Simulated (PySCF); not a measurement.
**How well do the runs reproduce experiment for methylidyne?**

**The experiment to reproduce.**

Liu, Meijer, Perez-Rios, Phys. Chem. Chem. Phys. 22 (2020) 24191 lists, for the gas: dipole moment 1.46 D.

How close the calculation comes is told at the end.

Compound: methylidyne, CH (doublet state).
Atom-mapped SMILES: `[CH:1]` (hydrogens: H2 on C1)

Cartesian coordinates in Å at the PBE0-D3(BJ)/def2-SVP level; atoms count from 1:
```
atom  x, y, z in Å
C1     0.570   -0.006   -0.005
H2    -0.564    0.009   -0.023
```

Runs made with PySCF (gas phase, on this PBE0-D3(BJ)/def2-SVP geometry; no spin–orbit coupling):

```tsv
level	job	basis functions	wall time
PBE0-D3(BJ)/def2-SVP, grid level 1	geometry optimisation from a GFN2-xTB start	19	0.8 s
```

Hardware: one thread of an x86-64 server, shared host.

**Comparison with experiment**

**Dipole moment.** Measured: 1.46 D (Liu, Meijer, Perez-Rios, Phys. Chem. Chem. Phys. 22 (2020) 24191).

```
               level  computed (D)  computed − measured (D)  % (from the printed values)
PBE0-D3(BJ)/def2-SVP          1.54                    +0.08                           +5
```

The computed dipoles belong to one fixed geometry; measured ones are averaged over vibrations unless marked μe. Magnitudes are compared, not signs.

The geometry is computed, not the measured one. Where a level misses, the cause wasn't examined.
